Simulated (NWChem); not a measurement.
# Total energies of silicon monoxide (OSi)

```xyz
2

Si     0.0000     0.0000     0.5539
O      0.0000     0.0000    -0.9694
```
Charge 0, spin multiplicity 1.

Program: NWChem. Structure: optimised with PBE0/def2-SVP, a minimum by its harmonic frequencies.

Basis set: def2-TZVP (68 functions).

```tsv
method	total energy (Ha)
RHF	-363.84017
MP2	-364.17539
B2PLYP	-364.60731
PBE	-364.54435
B3LYP	-364.78628
LC-wPBE (omega 0.3 per bohr)	-364.57271
CCSD(T)	-364.19488
```

Total energies of different functionals aren't comparable as a measure of quality: only differences taken within one method are. 

The correlated methods keep 6 core orbitals frozen. B3LYP has NWChem's definition, with VWN1-RPA local correlation. Coupled-cluster values serve here as a point of comparison, not as the truth.
